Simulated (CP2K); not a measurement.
**singlet SiNH4O+ at 4 levels**

We compute a comparison of 4 runs (B3LYP/6-31G*, PBE0/TZV2P-MOLOPT-PBE0-GTH, AM1, PM3) of singlet SiNH4O+. 

The results are computed with CP2K 2026.2.

6 further runs of the same task are left out: 3 that didn't finish, 3 set aside as unsound or not needed. Runs told in other sessions of the task aren't counted.

## 1. The system as given

The species is SiNH4O+ (7 atoms), meant as a singlet with charge +1. As SMILES of the parent species, `N[SiH]O`. The shape is that of a PBE0-D4/def2-TZVP optimisation. This is one conformer, not always the lowest. That shape belongs to the parent species and isn't relaxed for this state.

Bond lengths: N1–Si2 1.723 Å, Si2–O3 1.649 Å, N1–H4 1.008 Å, N1–H5 1.009 Å, Si2–H6 1.500 Å, O3–H7 0.961 Å. Angles: N1–Si2–O3 109.4°, N1–Si2–H6 104.3°, O3–Si2–H6 112.7°, Si2–N1–H4 120.5°, Si2–N1–H5 118.7°, Si2–O3–H7 115.8°, H4–N1–H5 110.8°.

## 2. The energy at B3LYP/6-31G(d) (spherical functions) (run 1)

Contents of calc.inp:

```
&GLOBAL
  PROJECT_NAME calc
  RUN_TYPE ENERGY
  PRINT_LEVEL MEDIUM
&END GLOBAL

&FORCE_EVAL
  METHOD QS
  &DFT
    BASIS_SET_FILE_NAME ./6_31gs.basis
    POTENTIAL_FILE_NAME POTENTIAL
    CHARGE 1
    &QS
      METHOD GAPW
      EPS_DEFAULT 1.0E-10
    &END QS
    &MGRID
      CUTOFF 280
      REL_CUTOFF 50
      NGRIDS 4
    &END MGRID
    &POISSON
      PERIODIC NONE
      POISSON_SOLVER MULTIPOLE
    &END POISSON
    &SCF
      SCF_GUESS ATOMIC
      EPS_SCF 1.0E-07
      MAX_SCF 80
      ADDED_MOS 3
      &DIAGONALIZATION
        ALGORITHM STANDARD
      &END DIAGONALIZATION
      &MIXING
        METHOD DIRECT_P_MIXING
        ALPHA 0.4
      &END MIXING
    &END SCF
    &XC
      &XC_FUNCTIONAL
        &HYB_GGA_XC_B3LYP
        &END HYB_GGA_XC_B3LYP
      &END XC_FUNCTIONAL
      &HF
        FRACTION 0.2
        &SCREENING
          EPS_SCHWARZ 1.0E-10
        &END SCREENING
        &MEMORY
          MAX_MEMORY 1050
        &END MEMORY
      &END HF
    &END XC
    &PRINT
      &MOMENTS
        PERIODIC F
        REFERENCE COM
        MAX_MOMENT 1
      &END MOMENTS
      &MO ON
        ENERGIES T
        OCCUPATION_NUMBERS T
        NDIGITS 6
        &EACH
          QS_SCF 0
        &END EACH
        ADD_LAST NUMERIC
      &END MO
      &LOWDIN ON
      &END LOWDIN
      &HIRSHFELD OFF
      &END HIRSHFELD
      &MO_MOLDEN ON
        NDIGITS 8
      &END MO_MOLDEN
    &END PRINT
  &END DFT
  &SUBSYS
    &CELL
      ABC 10.3 9.5 10
      PERIODIC NONE
    &END CELL
    &COORD
      N     -0.694900     0.548300    -0.575200
      Si     0.293100     0.159000     0.781300
      O      1.622900    -0.672400     0.270300
      H     -0.355900     1.168100    -1.294800
      H     -1.685800     0.673200    -0.432900
      H     -0.599100    -0.661900     1.664700
      H      1.480900    -1.282400    -0.459000
    &END COORD
    &TOPOLOGY
      &CENTER_COORDINATES
      &END CENTER_COORDINATES
    &END TOPOLOGY
    &KIND N
      BASIS_SET 6-31Gs
      POTENTIAL ALL
      LEBEDEV_GRID 194
      RADIAL_GRID 100
    &END KIND
    &KIND Si
      BASIS_SET 6-31Gs
      POTENTIAL ALL
      LEBEDEV_GRID 194
      RADIAL_GRID 100
    &END KIND
    &KIND O
      BASIS_SET 6-31Gs
      POTENTIAL ALL
      LEBEDEV_GRID 194
      RADIAL_GRID 100
    &END KIND
    &KIND H
      BASIS_SET 6-31Gs
      POTENTIAL ALL
      LEBEDEV_GRID 194
      RADIAL_GRID 100
    &END KIND
  &END SUBSYS
&END FORCE_EVAL
```

Launch:

```bash
OMP_NUM_THREADS=1 cp2k.psmp calc.inp > calc.out
```

Output:

```text
CP2K| version string:                                       CP2K version 2026.2
[...]
 GLOBAL| Method name                                                        CP2K
[...]
 GLOBAL| Run type                                                         ENERGY
[...]
 DFT| Spin restricted Kohn-Sham (RKS) calculation                            RKS
 DFT| Multiplicity                                                             1
[...]
 DFT| Charge                                                                   1
[...]
 FUNCTIONAL| HYB_GGA_XC_B3LYP:
[...]
 QS| Method:                                                                GAPW
[...]
 QS| Density cutoff [a.u.]:                                                140.0
[...]
 QS| Relative density cutoff [a.u.]:                                        25.0
[...]
                             - Atoms:                                          7
[...]
                             - Spherical basis functions:                     54
[...]
 Number of electrons:                                                         32
[...]
     1 P_Mix/Diag. 0.40E+00    3.2     0.49552444      -414.5268773989 -4.15E+02
[...]
    17 DIIS/Diag.  0.17E-06    1.1     0.00000007      -421.5944060568 -3.98E-13
  *** SCF run converged in    17 steps ***
[...]
  Overlap energy of the core charge distribution:               0.00000055111540
  Self energy of the core charge distribution:               -252.01200005125824
  Core Hamiltonian energy:                                   -173.75798302136917
  Hartree energy:                                              73.89729120080763
  Exchange-correlation energy:                                -10.61307990250164
  Hartree-Fock Exchange energy:                                -7.27071317266711
[...]
                     Mulliken Population Analysis
 #  Atom  Element  Kind  Atomic population                           Net charge
       1     N        1          7.747823                             -0.747823
       2     Si       2         13.003767                              0.996233
       3     O        3          8.636250                             -0.636250
       4     H        4          0.584845                              0.415155
       5     H        4          0.586817                              0.413183
       6     H        4          0.933783                              0.066217
       7     H        4          0.506714                              0.493286
 # Total charge                             32.000000                  1.000000
[...]
  Dipole moment [Debye]
    X= -0.2559278E+01 Y=  0.1658824E+01 Z= -0.2404279E+00  Total=      3.0593147
 ENERGY| Total FORCE_EVAL ( QS ) energy [hartree]           -421.594406056795776
[...]
```

Run time: 22 s. Hardware: 1 thread of Arm Neoverse V2, shared host; peak memory 0.56 GiB.

## 3. The energy at PBE0/TZV2P-MOLOPT-PBE0-GTH (core potential) (run 2)

Contents of mol.inp:

```
&GLOBAL
  PROJECT_NAME mol
  RUN_TYPE ENERGY
  PRINT_LEVEL MEDIUM
&END GLOBAL

&FORCE_EVAL
  METHOD QUICKSTEP
  &DFT
    BASIS_SET_FILE_NAME BASIS_MOLOPT_UZH
    BASIS_SET_FILE_NAME BASIS_ADMM_UZH
    POTENTIAL_FILE_NAME POTENTIAL_UZH
    CHARGE 1
    &QS
      METHOD GPW
      EPS_DEFAULT 1.0E-10
    &END QS
    &MGRID
      CUTOFF 400
      REL_CUTOFF 50
      NGRIDS 4
    &END MGRID
    &POISSON
      PERIODIC NONE
      POISSON_SOLVER MULTIPOLE
    &END POISSON
    &SCF
      SCF_GUESS ATOMIC
      EPS_SCF 1.0E-06
      MAX_SCF 40
      &OT
        MINIMIZER DIIS
        PRECONDITIONER FULL_SINGLE_INVERSE
      &END OT
      &OUTER_SCF
        EPS_SCF 1.0E-06
        MAX_SCF 5
      &END OUTER_SCF
    &END SCF
    &XC
      &XC_FUNCTIONAL
        &PBE
          SCALE_X 0.75
          SCALE_C 1.0
        &END PBE
      &END XC_FUNCTIONAL
      &HF
        FRACTION 0.25
        &SCREENING
          EPS_SCHWARZ 1.0E-09
        &END SCREENING
        &MEMORY
          MAX_MEMORY 1050
        &END MEMORY
      &END HF
    &END XC
    &AUXILIARY_DENSITY_MATRIX_METHOD
      ADMM_TYPE ADMMS
      EXCH_CORRECTION_FUNC PBEX
    &END AUXILIARY_DENSITY_MATRIX_METHOD
    &PRINT
      &MOMENTS
        PERIODIC F
        REFERENCE COM
        MAX_MOMENT 1
      &END MOMENTS
      &MO_CUBES
        NLUMO 1
        NHOMO -1
        WRITE_CUBE F
      &END MO_CUBES
      &HIRSHFELD OFF
      &END HIRSHFELD
    &END PRINT
  &END DFT
  &SUBSYS
    &CELL
      ABC 10.3 9.5 10
      PERIODIC NONE
    &END CELL
    &COORD
      SCALED T
      N    0.43558738   0.56373158   0.42398500
      Si   0.53150971   0.52275263   0.55963500
      O    0.66061650   0.43523684   0.50853500
      H    0.46850000   0.62897368   0.35202500
      H    0.33938350   0.57687895   0.43821500
      H    0.44488835   0.43634211   0.64797500
      H    0.64683010   0.37102632   0.43560500
    &END COORD
    &KIND N
      BASIS_SET ORB TZV2P-MOLOPT-PBE0-GTH-q5
      BASIS_SET AUX_FIT admm-tzp-q5
      POTENTIAL GTH-PBE0-q5
    &END KIND
    &KIND Si
      BASIS_SET ORB TZV2P-MOLOPT-PBE0-GTH-q4
      BASIS_SET AUX_FIT admm-tzp-q4
      POTENTIAL GTH-PBE0-q4
    &END KIND
    &KIND O
      BASIS_SET ORB TZV2P-MOLOPT-PBE0-GTH-q6
      BASIS_SET AUX_FIT admm-tzp-q6
      POTENTIAL GTH-PBE0-q6
    &END KIND
    &KIND H
      BASIS_SET ORB TZV2P-MOLOPT-PBE0-GTH-q1
      BASIS_SET AUX_FIT admm-tzp-q1
      POTENTIAL GTH-PBE0-q1
    &END KIND
  &END SUBSYS
&END FORCE_EVAL
```

Launch:

```bash
OMP_NUM_THREADS=1 cp2k.psmp mol.inp > mol.out
```

Output (excerpt; [...] marks lines left out):

```text
CP2K| version string:                                       CP2K version 2026.2
[...]
 GLOBAL| Method name                                                        CP2K
[...]
 GLOBAL| Run type                                                         ENERGY
[...]
 DFT| Spin restricted Kohn-Sham (RKS) calculation                            RKS
 DFT| Multiplicity                                                             1
[...]
 DFT| Charge                                                                   1
[...]
 FUNCTIONAL| PBE:
 QS| Method:                                                                 GPW
[...]
 QS| Density cutoff [a.u.]:                                                200.0
[...]
 QS| Relative density cutoff [a.u.]:                                        25.0
[...]
                             - Atoms:                                          7
[...]
                             - Spherical basis functions:                    143
[...]
 Number of electrons:                                                         18
[...]
     1 OT DIIS     0.80E-01    3.2     0.16130050       -29.7583161205 -2.98E+01
[...]
    30 OT DIIS     0.80E-01    2.0     0.00000072       -31.9843200388 -1.91E-10
  *** SCF run converged in    30 steps ***
[...]
  Overlap energy of the core charge distribution:               0.00000027843006
  Self energy of the core charge distribution:                -81.73923950452937
  Core Hamiltonian energy:                                     23.01153724180462
  Hartree energy:                                              35.12548165167502
  Exchange-correlation energy:                                 -6.45123859803913
  Hartree-Fock Exchange energy:                                -1.93086110817682
  Total energy:                                               -31.98432003883562
[...]
                     Mulliken Population Analysis
 #  Atom  Element  Kind  Atomic population                           Net charge
       1     N        1          5.197895                             -0.197895
       2     Si       2          3.088447                              0.911553
       3     O        3          6.290555                             -0.290555
[...]
  Dipole moment [Debye]
    X= -0.2406921E+01 Y=  0.1599570E+01 Z= -0.5007408E-02  Total=      2.8899683
[...]
 HOMO - LUMO gap [eV] :    4.879919
 ENERGY| Total FORCE_EVAL ( QS ) energy [hartree]            -31.984320038835619
[...]
```

Wall time 65 s (1 thread of Arm Neoverse V2, shared host); peak memory 0.91 GiB.

Run 3 isn't shown in full; the table further down has it.

## 4. The energy at PM3 (run 4)

Contents of mol.inp:

```
&GLOBAL
  PROJECT_NAME mol
  RUN_TYPE ENERGY
  PRINT_LEVEL MEDIUM
&END GLOBAL
&FORCE_EVAL
  METHOD QS
  &DFT
    CHARGE 1
    &QS
      METHOD PM3
      EPS_DEFAULT 1.0E-10
      &SE
        &COULOMB
          CUTOFF [angstrom] 50
          RC_RANGE [angstrom] 0
        &END COULOMB
        &EXCHANGE
          CUTOFF [angstrom] 50
          RC_RANGE [angstrom] 0
        &END EXCHANGE
      &END SE
    &END QS
    &POISSON
      PERIODIC NONE
      POISSON_SOLVER ANALYTIC
    &END POISSON
    &SCF
      SCF_GUESS ATOMIC
      EPS_SCF 1.0E-06
      MAX_SCF 50
      &OT
        MINIMIZER DIIS
        PRECONDITIONER FULL_ALL
      &END OT
      &OUTER_SCF
        EPS_SCF 1.0E-06
        MAX_SCF 10
      &END OUTER_SCF
    &END SCF
    &PRINT
      &MOMENTS
        PERIODIC F
        REFERENCE COM
        MAX_MOMENT 1
      &END MOMENTS
      &MO_CUBES
        NLUMO 1
        NHOMO -1
        WRITE_CUBE F
      &END MO_CUBES
      &HIRSHFELD OFF
      &END HIRSHFELD
    &END PRINT
  &END DFT
  &SUBSYS
    &CELL
      ABC 15.3 14.5 15
      PERIODIC NONE
    &END CELL
    &COORD
      N     -0.694900     0.548300    -0.575200
      Si     0.293100     0.159000     0.781300
      O      1.622900    -0.672400     0.270300
      H     -0.355900     1.168100    -1.294800
      H     -1.685800     0.673200    -0.432900
      H     -0.599100    -0.661900     1.664700
      H      1.480900    -1.282400    -0.459000
    &END COORD
    &TOPOLOGY
      &CENTER_COORDINATES
      &END CENTER_COORDINATES
    &END TOPOLOGY
  &END SUBSYS
&END FORCE_EVAL
```

Launch:

```bash
OMP_NUM_THREADS=1 cp2k.psmp -i mol.inp > mol.out 2>&1
```

Output:

```text
CP2K| version string:                                       CP2K version 2026.2
[...]
 GLOBAL| Method name                                                        CP2K
[...]
 GLOBAL| Run type                                                         ENERGY
[...]
                             - Atoms:                                          7
[...]
                             - Spherical basis functions:                     16
[...]
 Number of electrons:                                                         18
[...]
     1 OT DIIS     0.15E+00    0.0     0.37210081       -18.6777037968 -1.87E+01
[...]
    45 OT DIIS     0.15E+00    0.0     0.00000086       -21.4552964614 -9.76E-12
  *** SCF run converged in    45 steps ***
  Core-core repulsion energy [eV]:                            820.99688435101586
  Core Hamiltonian energy [eV]:                              -922.68605660982212
  Two-electron integral energy [eV]:                         -964.27827101486855
  Electronic energy [eV]:                                   -1404.82519211725639
  Total energy [eV]:                                         -583.82830776624053
  Atomic reference energy [eV]:                               588.25800627697868
  Heat of formation [kcal/mol]:                               102.15128248119541
[...]
 SE_DIPOLE| Moment [Debye]          2.14865925      -2.37040771      -0.21880872
 SE_DIPOLE| Derivative [a.u.]       0.00000000       0.00000000       0.00000000
 *** WARNING in qs_scf_post_se.F:140 :: Printing of MO cube files not ***
 *** implemented for Semi-Empirical method.                           ***
 ENERGY| Total FORCE_EVAL ( QS ) energy [hartree]            -21.455296461358515
[...]
```

Run time: 0.52 s. Hardware: 1 thread of Arm Neoverse V2, shared host.

## 5. Overview of the runs

| run | level | core potential | scheme | energy (Eh) | wall time |
| --- | --- | --- | --- | --- | --- |
| 1 | B3LYP/6-31G* (spherical functions) | none | GAPW | -421.594406 | 22 s |
| 2 | PBE0/TZV2P-MOLOPT-PBE0-GTH (core potential) | GTH-PBE0 | GPW | -31.984320 | 65 s |
| 3 | AM1 | – | – | -24.235197 | 0.44 s |
| 4 | PM3 | – | – | -21.455296 | 0.52 s |

## 6. What came out

```
                quantity           value
     run 4: total energy    -21.45530 Eh
run 4: heat of formation  102.2 kcal/mol
```

**Reading.** Totals of different functionals can't be ranked against each other. Some runs of one species differ in core potentials or relativity; totals across that change don't compare. Force-field and semi-empirical energies have zeros of their own, so their totals don't compare. All runs together took 87 s, the longest 65 s.
